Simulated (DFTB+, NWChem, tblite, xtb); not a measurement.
**How methods differ on C3H5P (SMILES [H]/P=C\C=C)**

C3H5P: 9 atoms, total charge 0, spin state singlet. SMILES: `[H]/P=C\C=C`. The shape is that of a GFN2-xTB optimisation. This is one conformer, not always the lowest.

```xyz
9

C     1.4275    0.6164   -0.1844
C     0.1225    0.4185    0.0106
C    -0.4875   -0.8758    0.0148
P    -2.1202   -1.2160    0.2517
H     2.1013   -0.2074   -0.3529
H     1.8608    1.6014   -0.1828
H    -0.5329    1.2654    0.1774
H     0.1738   -1.7180   -0.1506
H    -2.5452    0.1155    0.4161
```

Quantity: the dipole moment, in D. The values are calculated.

```
                             level            kind  program  value (D)   CPU time
                             DFTB1  semi-empirical    DFTB+       0.90  under 2 s
                             DFTB2  semi-empirical    DFTB+       0.81  under 2 s
                          GFN1-xTB  semi-empirical   tblite       0.56  under 2 s
                          GFN0-xTB  semi-empirical      xtb       1.33  under 2 s
                         HF/STO-3G    Hartree–Fock   NWChem       0.27      2.5 s
                          HF/3-21G    Hartree–Fock   NWChem       2.31      2.1 s
                      HF/def2-SVPD    Hartree–Fock   NWChem       1.58       27 s
B3LYP/6-31G* (spherical functions)   global hybrid   NWChem       1.86       23 s
B3LYP/6-31G* (Cartesian functions)   global hybrid   NWChem       1.86       25 s
```

The values span 0.27 to 2.31 D. Magnitudes only. Sets without polarisation functions give poor dipoles. Without the sets that lack polarisation functions the rows with a basis span only 1.58 to 1.86 D. CPU times are rough (shared hosts, several kinds of processor and program).
